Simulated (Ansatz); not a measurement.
For chalcopyrite CdGeAs₂, BLYP (Ansatz, a program for electronic structure, plane waves, PAW) gives:

| Item | Value |
|---|---|
| lattice constant a | 6.169 Å |
| c axis length | 11.778 Å |
| bulk modulus | 42.9 GPa |
| cohesive energy | 2.31 eV/atom |

Question: What does r²SCAN+rVV10 in Ansatz (plane waves, PAW) give for the same quantities?

Answer: 
- lattice constant a: 5.958 Å (shrinks by 3.4 %)
- lattice parameter c: 11.235 Å (shrinks by 4.6 %)
- bulk modulus: 63.9 GPa (grows by 49 %)
- cohesive energy: 3.01 eV/atom (increases by 0.70 eV/atom)

For comparison: lattice constant a 5.943 Å (measured, 298 K, not corrected to a static lattice; as tabulated in Abstract on Scilit: Piezoelectric nonlinear optic CuGaSe2 and CdGeAs2: Crystal …); lattice parameter c 11.216 Å (measured, 298 K, no zero-point or thermal correction; as tabulated in Abstract on Scilit: Piezoelectric nonlinear optic CuGaSe2 and CdGeAs2: Crystal …); bulk modulus 69.9 GPa (measured, temperature not stated, no zero-point or thermal correction; as tabulated in Toher et al. (2017), arXiv:1611.05714).

Changes are worked out from the printed values.

Unless a cell is named, each level is at its own relaxed cell (BLYP 28.02, r²SCAN+rVV10 24.92 Å³/atom).

Caveats: the cell is over a tenth larger than the published one (another phase or state, or a fault of the published cell, is possible) (BLYP); the gap of the solid is closed in this run (BLYP). Ansatz's density-functional and Hartree–Fock values are scalar-relativistic unless marked +SOC, with PAW data made under PBE.
